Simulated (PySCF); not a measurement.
**SiH: bond curves at several levels of theory**

The task here is to estimate one member of a computed series from the others.

Program: PySCF 2.14.0. Level of theory: Si cc-pV(D+d)Z, H cc-pVDZ, no relativity. These are calculated values, not measurements.

Set-up of the first run:

A driver script around PySCF takes these settings:

```yaml
atoms: Si, H
charge: 0
basis: Si cc-pV(D+d)Z, H cc-pVDZ
Hamiltonian: no relativity
basis_functions: 28
electrons_treated: 15
masses_in_u: 27.9769, 1.0078
levels: PBE0, PBE, r²SCAN, r²SCANh, BHandHLYP, B97-3, HF, MP2, SCS-MP2, CCSD, CCSD(T)
grid: 80 radial by 434 angular points
occupations: held fixed by the projection of orbital angular momentum
dissociation_limit: Si + H, each in its ground configuration
starting_distance_in_angstrom: 1.435
values_of_2S_to_try: 1, 3
```

Run with:

```
> OMP_NUM_THREADS=1 python dia.py task.json out
```

Among the steps run: Input; The PBE0 curve of the state that the search chose; Excited determinants; PBE; r²SCAN; r²SCANh (hybrid meta-GGA); BHandHLYP (global hybrid GGA); B97-3 (global hybrid GGA); UHF (mean field); MP2 and coupled cluster.

One of the session's tables, all rows but one given; the rest of the session is left out.

```
      level  Re (Å)  ωe (cm⁻¹)  De (eV)
        UHF   1.521       2125     2.22
    UHF-MP2   1.525       2094     2.76
UHF-SCS-MP2   1.527       2083     2.86
   UHF-CCSD   1.531       2045     2.90
UHF-CCSD(T)   1.533       2034     2.92
        PBE   1.556       1945     3.09
     r²SCAN       ?          ?        ?
    r²SCANh   1.536       2028     3.07
       PBE0   1.541       2020     3.06
      B97-3   1.538       2023     3.17
  BHandHLYP   1.526       2073     3.15
```

Q: Estimate the row for r²SCAN from the others.

As computed: Re (Å): 1.539; ωe (cm⁻¹): 2009; De (eV): 3.08. In the column «Re (Å)» it lies between B97-3 (1.538) and PBE0 (1.541).
